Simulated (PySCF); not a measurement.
**Gas-phase thermal properties of CH3SiH2**

Energies from PySCF (xtb for GFN2), thermal terms from the rigid-rotor harmonic-oscillator model, ideal gas at 1 bar. 6-31G* has spherical d functions here. Open shells (unrestricted): CH3SiH2 (multiplicity 2). GFN2 has no spin-polarisation term. B3LYP is the form with VWN-RPA correlation. CH3SiH2: computed as isolated molecules; such fragments, hydroxides, amides, oligomers or adducts are transient or little studied in the gas. The harmonic model lacks anharmonicity and excited electronic states, which grow with temperature; levels with a mode under 35 cm⁻¹ are left out. Internal rotation in CH3SiH2 is treated as a harmonic vibration of one conformer, which makes the entropy rough.

| level | point group | σ | ZPE (kJ/mol) | S°298 (J/mol/K) | Cp298 (J/mol/K) | S°1000 (J/mol/K) | H1000 − H298 (kJ/mol) |
|---|---|---|---|---|---|---|---|
| B3LYP/6-31G* | Cs | 1 | 135.6 | 268.2 | 61.9 | 375.9 | 66.4 |
| GFN2-xTB | Cs | 1 | 133.5 | 270.8 | 64.0 | 379.9 | 67.1 |
| HF/6-31G* | Cs | 1 | 144.3 | 266.2 | 58.9 | 369.7 | 64.0 |
| PBE/def2-SVP | Cs | 1 | 130.3 | 269.2 | 63.9 | 379.9 | 68.1 |
| PBE0/def2-TZVP | Cs | 1 | 134.5 | 268.0 | 62.4 | 376.6 | 66.9 |
σ: rotational symmetry number. Electronic degeneracy used: 2. Frequencies are unscaled.
